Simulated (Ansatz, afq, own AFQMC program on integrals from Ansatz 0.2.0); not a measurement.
**Where AFQMC and coupled cluster stand for AlH⁺, doublet**

| atom | x (Å) | y (Å) | z (Å) |
| --- | --- | --- | --- |
| Al | 0.0000 | 0.0000 | 0.0000 |
| H | 0.0000 | 0.0000 | 1.6045 |

Basis cc-pVQZ. Only valence electrons are correlated. Ansatz 0.2.0 and our own AFQMC program on the same integrals; the CISD trial comes from CCSD amplitudes, and released means the phaseless constraint is let go. Free AFQMC starts from the CCSD state and is never constrained. Its projection time is finite, and what remains of the start isn't in its error. ± is one standard error of the sampling.

Determinant: UHF, the one that the program's search chose, which needn't be the lowest solution. The geometry is a PBE0/def2-TZVP stationary point of this or a neighbouring charge and spin state.

Full CI is exact in this basis; its frozen core comes from its own orbitals, which moves totals by up to a few meV.

Cautions: full CI with its own frozen core.

The T1 diagnostic is 0.0217. The weight of the determinant in the CISD state is 0.956. The ⟨S²⟩ of the determinant is 0.777 and the size of the correlated space is 3 electrons in 84 orbitals.

Reference: full CI, correlation energy -1.310 eV. The released energy is read at 1.50 1/Eh (meV from the phaseless value at times in 1/Eh: -1.4 ± 0.9 at 0.24, -1.7 ± 0.7 at 0.50, -2.6 ± 0.5 at 1.00, -2.7 ± 0.5 at 1.50).

| level | E − E(reference) (kcal/mol) | share of correlation (%) |
| --- | --- | --- |
| HF | 30.20 | 0.00 |
| MP2 | 7.95 | 73.69 |
| CCSD | 0.53 | 98.25 |
| CCSD(T) | 0.12 | 99.60 |
| ph-AFQMC/HF | 0.88 ± 0.34 | 97.10 |
| ph-AFQMC/CISD | 0.06 ± 0.02 | 99.82 |
| released AFQMC | -0.01 ± 0.01 | 100.02 |
| free AFQMC | -0.02 ± 0.01 | 100.07 |

Free projections are given only where their last times agree within the noise and don't stop above the reference; a slow remainder of the start can still hide under it. A walk keeps the symmetry of its determinant, which the program's search chose and which needn't be the lowest solution, so a lower state of the same spin and another symmetry isn't excluded. Released energies are given only where the last usable release times agree within the noise; a slower fall can still hide under it.
